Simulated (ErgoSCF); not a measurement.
**HCl (hydrogen chloride): levels of theory compared**

Wanted: a comparison of 6 runs (HF/STO-3G, HF/3-21G, HF/def2-SVP, B3LYP/6-31G*, CAM-B3LYP/def2-SVP, PBE0/pcseg-2) of HCl (hydrogen chloride). 

The calculation is run with ErgoSCF 3.8.

4 further runs of the same task are left out: 4 set aside as unsound or not needed.

**1. The structure to begin with**

HCl: 2 atoms, total charge 0, spin state singlet. As SMILES, `Cl`. Geometry: relaxed at PBE0-D4/def2-TZVP.

Bond lengths: Cl1–H2 1.279 Å.

**2. A single-point energy at HF/STO-3G (run 1)**

molecule.xyz reads:

```xyz
2
ClH
Cl     0.546000    -0.178500     0.280800
H     -0.546000     0.178500    -0.280800
```

run.inp reads:

```
set_nthreads(1)
molecule "molecule.xyz"
scf.use_diagonalization = 1
tmpdir = "."
basis = "STO-3G"
scf.max_number_of_iterations = 120
scf.output_mulliken_pop = 1
spin_polarization = 0
run "HF"
```

The basis set STO-3G is read from a file made from the Basis Set Exchange's data (not shown).

Run with:

```
ergo run.inp
```

What it wrote:

```text
INMA ERGO version 3.8
INMA reading input from file run.inp
INMA  use_diagonalization := 1
INMA  basis := STO-3G
INMA Basis really set to STO-3G
INMA  max_number_of_iterations := 120
INMA  output_mulliken_pop := 1
INMA  spin_polarization := 0
INMA running HF
INMA Running HF
INSC SCF_general constructor, number of basis functions: 10
INSC Min internuclear distance:      2.41657 a.u.  =      1.27879 Angstrom
INSC Max internuclear distance:      2.41657 a.u.  =      1.27879 Angstrom
INSC Euclidean norm of overlap matrix =          1.69041322276  (acc 1.49e-08)
INSC Euclidean norm of invCholFactor after truncation =          1.66769102984
INSC Beginning of SCF cycle 1
INSC nuclearEnergy, energy_2el, energy = 7.034777, 162.448221, -453.235699
INSC Energy   1 =       -453.23569872977
INSC maxabs FDS-SDF is       52
INDE E_HOMO =         -0.62659327051
INDE E_LUMO =          0.36387085041
INSC Beginning of SCF cycle 2
INSC nuclearEnergy, energy_2el, energy = 7.034777, 183.774496, -455.048857
INSC Energy   2 =       -455.04885653815
INSC maxabs FDS-SDF is    0.201
INSC using DIIS to get combined Fock matrix, number of iters used for DIIS:  2
INDE E_HOMO =         -0.35872268481
INDE E_LUMO =          0.34981689658
INSC Beginning of SCF cycle 3
INSC nuclearEnergy, energy_2el, energy = 7.034777, 182.149755, -455.134037
INSC Energy   3 =       -455.13403692716  ( diff     -0.085180389013942 )
INSC maxabs FDS-SDF is   0.0265
INSC using DIIS to get combined Fock matrix, number of iters used for DIIS:  3
INDE E_HOMO =         -0.42227908588
INDE E_LUMO =          0.40282182452
INSC Beginning of SCF cycle 4
INSC nuclearEnergy, energy_2el, energy = 7.034777, 181.946596, -455.135062
INSC Energy   4 =       -455.13506188099  ( diff     -0.001024953823503 )
INSC maxabs FDS-SDF is 0.000349
INSC using DIIS to get combined Fock matrix, number of iters used for DIIS:  4
INDE E_HOMO =         -0.42283306773
INDE E_LUMO =          0.40122148241
INSC Beginning of SCF cycle 5
INSC nuclearEnergy, energy_2el, energy = 7.034777, 181.950511, -455.135062
INSC Energy   5 =       -455.13506218502  ( diff     -0.000000304033449 )
INSC maxabs FDS-SDF is 3.13e-05
INSC using DIIS to get combined Fock matrix, number of iters used for DIIS:  5
INDE E_HOMO =         -0.42284991965
INDE E_LUMO =          0.40133396296
INSC Beginning of SCF cycle 6
INSC nuclearEnergy, energy_2el, energy = 7.034777, 181.950282, -455.135062
INSC Energy   6 =       -455.13506218827  ( diff     -0.000000003253035 )
INSC maxabs FDS-SDF is 3.98e-06
INSC using DIIS to get combined Fock matrix, number of iters used for DIIS:  6
INDE E_HOMO =         -0.42284951373
INDE E_LUMO =          0.40133011034
INSC Beginning of SCF cycle 7
INSC nuclearEnergy, energy_2el, energy = 7.034777, 181.950303, -455.135062
INSC Energy   7 =       -455.13506218830  ( diff     -0.000000000028649 )
INSC maxabs FDS-SDF is 1.84e-08
RESC CONVERGED after   7 iterations.
RESC FINAL ENERGY:       -455.13506218830
TISC Main SCF loop took      0.07 usr cpu s       0.01 sys cpu s       0.08 wall s
INSC SCF: dipole_moment_x [atomic units] =      -0.58367450
INSC SCF: dipole_moment_y [atomic units] =       0.19081666
INSC SCF: dipole_moment_z [atomic units] =      -0.30017546
INSC Sum of Mulliken charges (electrons):      18.0000000
INSC Mulliken charge of atom 0 =      -0.1719561
INSC Mulliken charge of atom 1 =       0.1719561
INSC Sum of Mulliken atomic charges:      -0.0000000
```

It took 0.54 s on 1 thread of Intel Xeon 6975P-C (Granite Rapids), shared host; peak memory 0.26 GiB.

**3. A single-point energy at HF/3-21G (run 2)**

job.ego reads:

```
# single point, ClH
set_nthreads("env")
molecule_inline Angstrom
Cl       0.546000      -0.178500       0.280800
H       -0.546000       0.178500      -0.280800
EOF
basis = "3-21G"
scf.use_diagonalization = 1
tmpdir = "."
scf.output_mulliken_pop = 1
scf.max_number_of_iterations = 120
run "HF"
```

The basis set 3-21G is read from a file made from the Basis Set Exchange's data (not shown).

Run with:

```
ergo < job.ego
```

What it wrote:

```text
[...]
INSC SCF_general constructor, number of basis functions: 15
[...]
INSC Energy   1 =       -353.44619502443
[...]
INDE E_LUMO =          0.17170479277
[...]
INSC Energy  10 =       -457.86931155750  ( diff      0.000000000000057 )
[...]
RESC CONVERGED after  10 iterations.
RESC FINAL ENERGY:       -457.86931155750
[...]
INSC SCF: dipole_moment_x [atomic units] =      -0.62175693
INSC SCF: dipole_moment_y [atomic units] =       0.20326669
INSC SCF: dipole_moment_z [atomic units] =      -0.31976071
[...]
```

Wall time 0.58 s (1 thread of Intel Xeon 6975P-C (Granite Rapids), shared host); peak memory 0.26 GiB.

Runs 3 to 5 aren't shown in full; the table further down has their settings and results.

**4. The energy at PBE0/pcseg-2 (run 6)**

geom.xyz reads:

```xyz
2
ClH
Cl     0.546000    -0.178500     0.280800
H     -0.546000     0.178500    -0.280800
```

run.inp reads:

```
set_nthreads(1)
molecule "geom.xyz"
basis = "pcseg-2"
XC.angint = 41
tmpdir = "."
scf.max_number_of_iterations = 120
XC.radint = 1e-11
scf.output_mulliken_pop = 1
XC.sparse_mode = 0
scf.use_diagonalization = 1
run "PBE0"
```

The basis set pcseg-2 is read from a file made from the Basis Set Exchange's data (not shown).

Run with:

```
ergo run.inp
```

What it wrote:

```text
[...]
INDF Weighted mixed functional:
[...]
INSC Energy   1 =       -172.59124991762
[...]
INDE E_LUMO =          0.00460931652
[...]
INSC Energy  12 =       -460.67350579106  ( diff     -0.000000000000455 )
[...]
RESC CONVERGED after  12 iterations.
RESC FINAL ENERGY:       -460.67350579106
[...]
INSC SCF: dipole_moment_x [atomic units] =      -0.43017388
INSC SCF: dipole_moment_y [atomic units] =       0.14063353
INSC SCF: dipole_moment_z [atomic units] =      -0.22123243
[...]
```

It took 6.6 s on 1 thread of Intel Xeon 6975P-C (Granite Rapids), shared host; peak memory 0.26 GiB.

**5. Overview of the runs**

```tsv
run	level	integration grid	radint	energy (Eh)	dipole moment (D)	wall time
1	HF/STO-3G	–	–	-455.135062	1.74	0.54 s
2	HF/3-21G	–	–	-457.869312	1.85	0.58 s
3	HF/def2-SVP	–	–	-459.938259	1.41	0.93 s
4	B3LYP/6-31G* (spherical functions)	Turbo	1e-11	-460.792214	1.46	1.7 s
5	CAM-B3LYP/def2-SVP	Turbo	1e-11	-460.665360	1.33	1.6 s
6	PBE0/pcseg-2	Turbo	1e-11	-460.673506	1.28	6.6 s
```

**6. Summary of results**

| quantity | value |
| --- | --- |
| run 6: total energy | -460.67351 Eh |
| run 6: dipole moment | 1.28 D |

In words: The dipole moment (its size) runs from 1.28 D (PBE0/pcseg-2) to 1.85 D (HF/3-21G). The two ends differ in method and basis. Totals of different functionals can't be ranked against each other. In run 1 the basis is minimal, so the values are rough. All runs together took 12 s, the longest 6.6 s.
